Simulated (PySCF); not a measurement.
# BH3: the cost of one run

Program: PySCF 2.14.0. Level of theory: levels as typed in each script, gas phase, geometry from GFN2-xTB. These are calculated values, not measurements.

### 1 The system as given

4 atoms, charge 0, spin multiplicity 1.

Bond lengths: B1–H2 1.164 Å, B1–H3 1.164 Å, B1–H4 1.164 Å. Angles: H2–B1–H3 120.0°, H2–B1–H4 120.0°, H3–B1–H4 120.0°.

As a file:

```mol
BH3
  3D, bonds by distance, orders not assigned

  4  3  0  0  0  0  0  0  0  0999 V2000
    0.0000    0.0000    0.0000 B   0  0
   -0.3009    1.1249    0.0000 H   0  0
   -0.8237   -0.8231    0.0000 H   0  0
    1.1247   -0.3018    0.0000 H   0  0
  1  2  8  0
  1  3  8  0
  1  4  8  0
M  END
```

### 2 Density, bond paths and surface potential (TPSSh/def2-svpd)

File input.py:

```python
import numpy as np
from pyscf import gto, scf, dft
from pyscf.scf import atom_ks, atom_hf
from scipy.linalg import block_diag

def solve(mol, dm0=None, hcore=None):
    mf = (dft.UKS if mol.spin else dft.RKS)(mol, xc='tpssh')
    mf.grids.level = 3
    mf = mf.density_fit(auxbasis='def2-universal-jkfit')
    mf.conv_tol, mf.max_cycle = 1e-8, 80
    if hcore is not None:
        mf.get_hcore = lambda *args: hcore
    mf.kernel(dm0)
    if not mf.converged:
        mf = mf.newton().run(mf.mo_coeff, mf.mo_occ, max_cycle=30)
    assert mf.converged, 'SCF not converged'
    return mf

mol = gto.M(atom='''
B      0.00000     0.00000     0.00000
H     -0.30093     1.12490     0.00000
H     -0.82373    -0.82307     0.00000
H      1.12466    -0.30184     0.00000
''', basis='def2-svpd', charge=0, spin=0, verbose=4)
mf = solve(mol)
mf.analyze()
# spherically averaged free atoms, for the promolecule
atm = atom_ks.get_atm_nrks(mol, xc='tpssh')
pro = block_diag(*[(atm[a[0]][2] * atm[a[0]][3]) @ atm[a[0]][2].T for a in mol._atom])
np.savez('result.npz', e=mf.e_tot, c=mf.mo_coeff, occ=mf.mo_occ, eps=mf.mo_energy, pro=pro, dip=mf.dip_moment(verbose=0), s2=mf.spin_square()[0])
```

Run with:

```console
OMP_NUM_THREADS=1 python input.py
```

Q: Estimate wall time and peak memory on 1 thread of Arm Neoverse N1, shared host.

About 4.6 s, with a peak of 0.2 GiB.
